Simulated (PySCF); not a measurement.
Working out the ionisation energy of Ne

Ne [Ne] (1S) → Ne⁺ [He] 2s2 2p5 (2P). All numbers are calculated (PySCF 2.14, the non-relativistic Hamiltonian (point nucleus), in aug-cc-pVDZ). Frozen: 1s2. Energies in hartree (1 hartree = 27.21139 eV):

| part | Ne (lower) | Ne⁺ (upper) |
| --- | --- | --- |
| UHF | -128.496350 | -127.766882 |
| CCSD correlation | -0.210154 | -0.153547 |
| (T) | -0.002791 | -0.001651 |

**Question.** What does Hartree-Fock give?

**Answer.** (-127.766882) − (-128.496350) = 0.729468 hartree = 19.850 eV.

**Question.** What do CCSD and CCSD(T) give?

**Answer.** The CCSD correlation energies differ by 0.056607 hartree = 1.540 eV and the triples by 0.001140 hartree = 0.031 eV, so CCSD gives 21.390 eV and CCSD(T) 21.421 eV.

Measured between the centres of the two terms (NIST): 21.597 eV, so CCSD(T) (valence) is off by -0.176 eV.

A double-zeta basis recovers only part of the correlation energy.

What remains against the reference includes basis incompleteness, the frozen core and higher excitations.
